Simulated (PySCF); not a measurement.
Relaxation of doublet BF2

Method: UPBE0 in PySCF with B def2-TZVP, F def2-TZVP; no relativity; density-fitted integrals. A (50,194) grid was used.

A hand-made bent start, of C2v symmetry, held to at least that symmetry:

```xyz
3
charge 0 multiplicity 2, angstrom
B     0.0000    0.0000   -0.6626
F     1.2205    0.0000    0.1920
F    -1.2205    0.0000    0.1920
```

**Question.** What forces act on the atoms at the start (eV/Å)?

**Answer.** 
```csv
atom,Fx,Fy,Fz
B1,0.00,0.00,6.73
F2,-4.01,0.00,-3.36
F3,4.01,0.00,-3.36
```

**Question.** What does it relax to?

**Answer.** It ends at C2v with B–F 1.306 Å (×2); F–B–F 121.1°. A frequency run shows a minimum. Other isomers or separated fragments may lie lower.

**Question.** How much energy is released, and in how many steps?

**Answer.** 117.7 kJ/mol in 4 steps.

The relaxation took roughly 12 core-seconds on a shared host.
